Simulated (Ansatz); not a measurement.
# C₂H₄Si: up Jacob's ladder to CCSD(T)

One table from this session's results is given with a row withheld; the runs are named, their logs left out.

Computed with Ansatz 0.2.0, Gaussian basis. Level: functionals in def2-TZVPP, the program's frozen cores in correlated methods.

The runs, in order: LDA (SPW92), PBE-D4, revPBE-D4, BLYP-D4, r2SCAN-D4, B97M-V, PBE0-D4, B3LYP-D4, r2SCANh-D4, r2SCAN0-D4, HSE06-D4, BHLYP-D4, CAM-B3LYP-D4, LC-ωPBE, ωB97X-V, ωB97M-V, B2PLYP, PBE-QIDH; CCSD(T)/def2-SVP; CCSD(T)/def2-TZVPP; MP2/def2-QZVPP; extrapolation to the limit; RPA on PBE.

## Structure used throughout

An earlier PBE0-D4 in a triple-zeta def2 set relaxation fixed the geometry.

SMILES `C#C[SiH3]`, 7 atoms, charge 0, spin multiplicity 1.

Atoms are counted from 1 here; the program's logs count them from 0.

Bond lengths: C1–C2 1.206 Å, C1–H4 1.066 Å, C2–Si3 1.823 Å, Si3–H5 1.483 Å, Si3–H6 1.483 Å, Si3–H7 1.483 Å. Angles: C2–C1–H4 180.0°, C1–C2–Si3 180.0°, C2–Si3–H5 109.3°, C2–Si3–H6 109.3°, C2–Si3–H7 109.3°, H5–Si3–H6 109.6°, H5–Si3–H7 109.6°, H6–Si3–H7 109.6°.

As a file:

```mol
C2H4Si
  3D, bonds by distance, orders not assigned

  7  6  0  0  0  0  0  0  0  0999 V2000
   -0.5807   -1.8714    0.1722 C   0  0
   -0.2185   -0.7265    0.0624 C   0  0
    0.3298    1.0043   -0.1038 Si  0  0
   -0.9010   -2.8835    0.2693 H   0  0
   -0.0945    1.5283   -1.4250 H   0  0
   -0.2817    1.8181    0.9749 H   0  0
    1.8079    1.0629    0.0044 H   0  0
  1  2  8  0
  2  3  8  0
  1  4  8  0
  3  5  8  0
  3  6  8  0
  3  7  8  0
M  END
```

The first run:

Contents of in.yaml:

```yaml
crystal:
  periodic: [false, false, false]
  atoms:
    - {symbol: C, position_ang: [-0.580723, -1.871374, 0.172166]}
    - {symbol: C, position_ang: [-0.218461, -0.726544, 0.062382]}
    - {symbol: Si, position_ang: [0.329785, 1.004324, -0.103832]}
    - {symbol: H, position_ang: [-0.900981, -2.883547, 0.269278]}
    - {symbol: H, position_ang: [-0.094474, 1.528266, -1.424969]}
    - {symbol: H, position_ang: [-0.281725, 1.818084, 0.974947]}
    - {symbol: H, position_ang: [1.807880, 1.062890, 0.004427]}
basis:
  gaussian: {orbitals: def2-TZVPP}
hamiltonian: {xc: lda}
output: {orbitals: {seedname: orbitals}}
```

Steps of the session up to this table: LDA; PBE-D4 (GGA); revPBE-D4 (GGA); BLYP-D4 (GGA); r2SCAN-D4 (meta-GGA); B97M-V (meta-GGA); PBE0-D4 (hybrid); B3LYP-D4 (hybrid); r2SCANh-D4 (hybrid); r2SCAN0-D4 (hybrid); HSE06-D4 (hybrid); BHLYP-D4 (hybrid); CAM-B3LYP-D4 (range-separated); LC-ωPBE-D4 (range-separated; the results give it without D4); ωB97X-V (range-separated); ωB97M-V (range-separated); B2PLYP (double hybrid); PBE-QIDH (double hybrid).

One table of the session follows, with a row left open; its other results are not shown here.

It belongs to the step «Frontier levels by functional». 

| functional | HOMO (eV) | gap (eV) |
| --- | --- | --- |
| LDA (SPW92) | -7.26 | 6.00 |
| PBE-D4 | -7.11 | 6.05 |
| revPBE-D4 | -7.06 | 6.08 |
| BLYP-D4 | -6.95 | 6.04 |
| r2SCAN-D4 | -7.36 | 6.55 |
| B97M-V | -7.38 | 6.52 |
| PBE0-D4 | ? | ? |
| B3LYP-D4 | -8.08 | 7.77 |
| r2SCANh-D4 | -7.81 | 7.35 |
| r2SCAN0-D4 | -8.49 | 8.54 |
| HSE06-D4 | -7.92 | 7.44 |
| BHLYP-D4 | -9.37 | 10.33 |
| CAM-B3LYP-D4 | -9.68 | 10.71 |
| LC-ωPBE | -11.13 | 13.31 |
| ωB97X-V | -10.71 | 12.80 |
| ωB97M-V | -10.57 | 12.50 |

Estimate the missing values for PBE0-D4.

The run gave: HOMO (eV): -8.32; gap (eV): 8.22. In the column «HOMO (eV)» it lies between r2SCAN0-D4 (-8.49) and B3LYP-D4 (-8.08).
